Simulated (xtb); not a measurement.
OSi, charge -1, doublet, at a GFN2-xTB geometry of the parent state (a state made from the parent by changing its charge; the spin is typed, not shown lowest); GFN0-xTB run with xtb.

Here is a job for xtb.
```
$ xtb mol.xyz --gfn 0 --chrg -1 --uhf 1 --json

# file mol.xyz
2

Si    -0.00000000    -0.00000000    -0.54858235
O      0.00000000     0.00000000     0.96001912
```

**Question.** What does xtb print? Leave out banner, timings and long lists.

**Answer.** 
```
   ID    Z sym.   atoms
    1   14 Si     1
    2    8 O      2

           -------------------------------------------------
          |                Calculation Setup                |
           -------------------------------------------------

           -------------------------------------------------
          |                 G F N 0 - x T B                 |
           -------------------------------------------------

          ...................................................
          :                      SETUP                      :
          :.................................................:
          :  # basis functions                  14          :
          :  # atomic orbitals                  13          :
          :  # shells                            5          :
          :  # electrons                        11          :
          :  electronic temp.          300.0000000     K    :
          :  accuracy                    1.0000000          :
          :  -> integral cutoff          0.2500000E+02      :
          :  -> integral neglect         0.1000000E-07      :
          ...................................................

         :::::::::::::::::::::::::::::::::::::::::::::::::::::
         ::                     SUMMARY                     ::
         :::::::::::::::::::::::::::::::::::::::::::::::::::::
         :: total energy              -6.336280300291 Eh    ::
         :: gradient norm              0.065528446681 Eh/a0 ::
         :: HOMO-LUMO gap              0.000000000000 eV    ::
         ::.................................................::
         :: H0 energy                 -5.220818881413 Eh    ::
         :: repulsion energy           0.034361104290 Eh    ::
         :: electrostat energy        -1.149561845249 Eh    ::
         :: -> Gsolv                   0.000000000000 Eh    ::
         ::    -> Gsasa                0.000000000000 Eh    ::
         ::    -> Gshift               0.000000000000 Eh    ::
         :: dispersion energy         -0.000260677919 Eh    ::
         :: short-range corr.          0.000000000000 Eh    ::
         :: add. restraining           0.000000000000 Eh    ::
         :: total charge              -1.000000000000 e     ::
         :::::::::::::::::::::::::::::::::::::::::::::::::::::

           -------------------------------------------------
          |                Property Printout                |
           -------------------------------------------------

    * Orbital Energies and Occupations

         #    Occupation            Energy/Eh            Energy/eV
      -------------------------------------------------------------
         1        2.0000           -0.6647856             -18.0897
         2        2.0000           -0.4997739             -13.5995
         3        2.0000           -0.4453980             -12.1199
         4        2.0000           -0.4453980             -12.1199
         5        2.0000           -0.4092600             -11.1365
         6        0.5000           -0.2902708              -7.8987 (HOMO)
         7        0.5000           -0.2902708              -7.8987 (LUMO)
         8                         -0.1557922              -4.2393
         9                         -0.1099156              -2.9910
        10                         -0.1099156              -2.9910
        11                         -0.0107957              -0.2938
        12                         -0.0107957              -0.2938
        13                          0.3716345              10.1127
      -------------------------------------------------------------
                  HL-Gap            0.0000000 Eh            0.0000 eV
             Fermi-level            0.0000000 Eh            0.0000 eV

     #   Z          covCN         q      C6AA      α(0)
     1  14 Si       0.771     0.245   256.308    34.241
     2   8 O        0.771    -1.245    48.841     9.375

 Mol. C6AA /au·bohr⁶  :        507.174160
 Mol. C8AA /au·bohr⁸  :      26993.993201
 Mol. α(0) /au        :         43.615966

Wiberg/Mayer (AO) data.
largest (>0.10) Wiberg bond orders for each atom

 ---------------------------------------------------------------------------
     #   Z sym  total        # sym  WBO       # sym  WBO       # sym  WBO
 ---------------------------------------------------------------------------
     1  14 Si   1.844 --     2 O    1.844
     2   8 O    1.844 --     1 Si   1.844
 ---------------------------------------------------------------------------

Topologies differ in total number of bonds
Writing topology from bond orders to xtbtopo.mol

 dipole moment from electron density (au)
     X       Y       Z
  -0.0000   0.0000  -1.0910  total (Debye):    2.773

           -------------------------------------------------
          | TOTAL ENERGY               -6.336280300291 Eh   |
          | GRADIENT NORM               0.065528446681 Eh/α |
          | HOMO-LUMO GAP               0.000000000000 eV   |
           -------------------------------------------------

normal termination of xtb
```
